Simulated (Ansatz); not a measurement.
I need a single point in a Gaussian basis of C₅H₈, SMILES CC1=CC1C. Use the Ansatz DFT code, driven from Python. Use: B3LYP, def2-TZVP basis, multiplicity 1.

The script reads `c5h8.xyz`:
```text
13

C    -1.59200    0.81000    0.58300
C    -0.26950    0.42610    0.60150
C     0.80910    0.05630    1.15480
C     0.90600    0.15260   -0.27430
C     0.85130   -1.09060   -1.12850
H    -2.25480    0.16360    0.00450
H    -2.02410    0.92680    1.58690
H    -1.69430    1.85540    0.09420
H     1.39760   -0.14900    2.09000
H     1.34980    0.98280   -0.69270
H     0.31550   -1.92650   -0.62510
H     1.90090   -1.38530   -1.28690
H     0.32500   -0.85710   -2.09270
```

Script `run_energy.py`:
```python
from pathlib import Path

import ansatz as az

geometry = az.Crystal.molecule_from_extxyz("c5h8.xyz")

model = geometry.calculation()
model = model.basis(gaussian="def2-TZVP").functional("B3LYP")
model = model.orbitals()
print(model.to_yaml())
result = model.run(threads=1, runs_dir="c5h8_runs")
summary = result.report

print(f"E = {summary['free_energy_ev']:.6f} eV = {summary['free_energy_ev'] / 27.211386246:.7f} Ha")
print("converged:", summary["converged"], " doubts:", summary["published_state_doubts"] or "none")

state = summary["mean_field"]["state"]
print(f"mean field: {state['energy']['hartree']:.7f} Ha, <S^2> = {abs(state['spin_squared']):.4f}, stability: {state.get('stability', {}).get('kind')}")

lines = Path(summary["orbitals_path"]).read_text().splitlines()
field_of = lambda key: [line.split("=")[1].strip() for line in lines if line.startswith(key)]
orbitals = [(27.211386 * float(e), s, float(n)) for e, s, n in zip(field_of("Ene="), field_of("Spin="), field_of("Occup="))]
homo = max(e for e, _, n in orbitals if n > 0.5)
lumo = min(e for e, _, n in orbitals if n < 0.5)
for e, spin, n in sorted(orbitals):
    if homo - 10 < e < lumo + 5:
        print(f"{spin:6s} {e:10.3f} eV  occupation {n:.0f}")
```

```console
$ python run_energy.py
crystal:
  periodic: [false, false, false]
  atoms:
    - { symbol: C, position_ang: [-1.592, 0.81, 0.583] }
    - { symbol: C, position_ang: [-0.2695, 0.4261, 0.6015] }
    - { symbol: C, position_ang: [0.8091, 0.0563, 1.1548] }
    - { symbol: C, position_ang: [0.906, 0.1526, -0.2743] }
    - { symbol: C, position_ang: [0.8513, -1.0906, -1.1285] }
    - { symbol: H, position_ang: [-2.2548, 0.1636, 0.0045] }
    - { symbol: H, position_ang: [-2.0241, 0.9268, 1.5869] }
    - { symbol: H, position_ang: [-1.6943, 1.8554, 0.0942] }
    - { symbol: H, position_ang: [1.3976, -0.149, 2.09] }
    - { symbol: H, position_ang: [1.3498, 0.9828, -0.6927] }
    - { symbol: H, position_ang: [0.3155, -1.9265, -0.6251] }
    - { symbol: H, position_ang: [1.9009, -1.3853, -1.2869] }
    - { symbol: H, position_ang: [0.325, -0.8571, -2.0927] }
basis:
  gaussian:
    orbitals: def2-TZVP
hamiltonian:
  xc: b3lyp
output:
  orbitals: {}

E = -5314.860859 eV = -195.3175340 Ha
converged: True  doubts: none
mean field: -195.3175340 Ha, <S^2> = 0.0000, stability: minimum
Alpha     -15.304 eV  occupation 2
Alpha     -14.366 eV  occupation 2
Alpha     -13.247 eV  occupation 2
Alpha     -12.170 eV  occupation 2
Alpha     -11.603 eV  occupation 2
Alpha     -11.203 eV  occupation 2
Alpha     -10.860 eV  occupation 2
Alpha     -10.219 eV  occupation 2
Alpha      -8.839 eV  occupation 2
Alpha      -7.264 eV  occupation 2
Alpha      -6.520 eV  occupation 2
Alpha       0.293 eV  occupation 0
Alpha       0.979 eV  occupation 0
Alpha       1.864 eV  occupation 0
Alpha       2.159 eV  occupation 0
Alpha       2.430 eV  occupation 0
Alpha       2.591 eV  occupation 0
Alpha       3.047 eV  occupation 0
Alpha       3.193 eV  occupation 0
Alpha       3.464 eV  occupation 0
Alpha       3.831 eV  occupation 0
Alpha       3.993 eV  occupation 0
Alpha       4.594 eV  occupation 0
Alpha       5.129 eV  occupation 0
Alpha       5.280 eV  occupation 0
```

Total energies depend on the basis set; only differences at equal settings carry meaning. The geometry is a force-field or estimated start, not a minimum of this method, and the basis set is short of its limit. Alpha marks a spatial orbital of a restricted run, filled by both spins. b3lyp holds the VWN-RPA fit, as in Gaussian; the form of ORCA and Turbomole is b3lyp5. Levels such as HOMO and LUMO are orbital energies: with these approximate functionals they aren't the ionisation energy and electron affinity, and their gap isn't the fundamental gap. Wall time of the script: 7.5 s on 1 thread of Arm Neoverse V1, with other jobs on the host, peak memory 0.45 GiB.

(Lines on the test bed's own set-up are left out of the output.)
